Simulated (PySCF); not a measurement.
## Electric properties by functional and basis

CO.
SMILES: `[C-]#[O+]`

PySCF, dipoles from the SCF density, polarisabilities from static response with core orbitals frozen. Geometry: PBE0-D3(BJ)/def2-SVP; no solvent, vibrations or thermal averaging.

Reference dipole: 0.112 D (measured, gas; NIST CCCBDB Release 22 (SRD 101), experimental dipoles). Reference dipole: 0.117 D (computed, CCSD(T)/CBS, all electrons, equilibrium geometry, gas; Hait, Head-Gordon, J. Chem. Theory Comput. 14 (2018) 1969). Reference polarisability: 1.953 Å³ (measured, gas; NIST CCCBDB Release 22 (SRD 101), experimental polarizabilities). Reference polarisability: 1.930 Å³ (computed, CCSD(T)/CBS, static electronic, isotropic average, equilibrium geometry, gas; Hait, Head-Gordon, Phys. Chem. Chem. Phys. 20 (2018) 19800). Errors are taken against the first value of each kind. The anisotropy is √(½[(α1 − α2)² + (α2 − α3)² + (α3 − α1)²]).

```tsv
level	μ (D)	error (%)	α (au)	error (%)	anisotropy (au)
LDA/def2-SVPD	0.255	+127.3	13.43	+1.9	3.24
PBE/def2-SVPD	0.250	+123.7	13.32	+1.0	3.38
B3LYP/def2-SVPD	0.114	+1.9	13.01	-1.3	3.31
PBE0/def2-SVPD	0.129	+14.8	12.86	-2.4	3.27
BHandHLYP/def2-SVPD	0.032	-71.5	12.57	-4.6	3.20
CAM-B3LYP/def2-SVPD	0.086	-22.9	12.96	-1.7	3.27
wB97X-D/def2-SVPD	0.100	-10.7	13.07	-0.8	3.27
LC-wPBE/def2-SVPD	0.138	+23.6	12.80	-2.9	3.24
HF/def2-SVPD	0.238	+112.4	12.20	-7.4	3.06
PBE0/6-31G*	0.089	-20.3	9.46	-28.2	4.47
PBE0/def2-SVP	0.207	+85.2	9.94	-24.6	4.35
PBE0/6-31+G*	0.078	-30.7	11.67	-11.4	5.42
PBE0/aug-cc-pVDZ	0.108	-3.8	12.84	-2.6	3.65
PBE0/def2-TZVP	0.111	-0.7	11.94	-9.4	4.15
PBE0/def2-TZVPD	0.105	-6.5	13.06	-0.9	3.35
PBE0/aug-cc-pVTZ	0.102	-9.2	13.06	-0.9	3.41
```

For the dipole, the smallest error is 0.7% (PBE0/def2-TZVP) and the largest 127.3% (LDA/def2-SVPD). For the polarisability, the smallest error is 0.8% (wB97X-D/def2-SVPD) and the largest 28.2% (PBE0/6-31G*). The dipole runs from 0.03 D (BHandHLYP/def2-SVPD) to 0.25 D (LDA/def2-SVPD). In one basis (def2-SVPD) the functionals order the polarisability from HF (lowest) to LDA (highest), a spread of 10%. With PBE0 the polarisability is 10.44 au without diffuse functions (mean of 6-31G*, def2-SVP and def2-TZVP) and 12.70 au with them (mean of 6-31+G*, def2-SVPD, aug-cc-pVDZ, def2-TZVPD and aug-cc-pVTZ). Measured values can belong to vibrating molecules; the computed ones are for one fixed geometry.
